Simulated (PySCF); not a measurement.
Molecule: `C1[C@](C=C)(C)N1`, C5H9N.

Geometry (Å), atoms numbered from 1 in this order:
```xyz
15

C     2.0748   -0.4897    0.2370
C     1.0739    0.3596    0.4077
C    -0.3155    0.1746   -0.0760
C    -1.2023    1.3936    0.0581
C    -0.9418   -1.1740    0.0380
N    -0.5781   -0.6400   -1.2501
H     3.0609   -0.2820    0.6135
H     1.9619   -1.4301   -0.2803
H     1.2440    1.2886    0.9348
H    -2.1637    1.1979   -0.4075
H    -1.3553    1.6375    1.1080
H    -0.7456    2.2473   -0.4385
H    -0.3652   -1.9820    0.4742
H    -2.0074   -1.2385    0.2151
H     0.2549   -1.0551   -1.6559
```

Frames of a GFN2-xTB Langevin trajectory at 300 K; GIAO PBE0/pcSseg-1 shieldings in PySCF 2.14, gas phase, non-relativistic; equivalent atoms averaged within each frame.

Shifts are taken against calculated references (same method and geometry level): TMS for ¹³C (σref 186.93) and ¹H (σref 31.72); ¹⁵N (σref 267.73) vs NH3. The references are static minima.

Question: How do the shifts (ppm) fluctuate along the trajectory?

Answer: 
```
         time (fs)     C2     C1    C5    C3    C4    N6    H9    H7    H8   H14
               250  149.7  110.1  43.6  27.2  18.2  53.5  6.89  5.34  4.79  1.79
               425  159.4  119.9  47.6  28.2  24.1  89.4  6.48  5.15  5.61  2.17
               625  169.5  121.7  45.9  39.5  26.2  95.3  7.76  5.70  4.57  3.27
               800  147.2  110.3  25.0  31.0  25.8  70.5  6.64  4.48  4.23  0.93
              1000  153.0  115.6  31.5  30.1  20.9  82.1  6.92  6.00  6.16  2.56
    mean of frames  155.8  115.5  38.7  31.2  23.0  78.1  6.94  5.33  5.07  2.14
standard deviation    8.9    5.4   9.9   4.9   3.4  16.6  0.49  0.58  0.79  0.87
```

5 frames give an uncertainty of the mean of about the standard deviation over 2.2 at best, since frames this close in time may not be independent; classical motion lacks zero-point vibration, and the reference would need the same averaging.
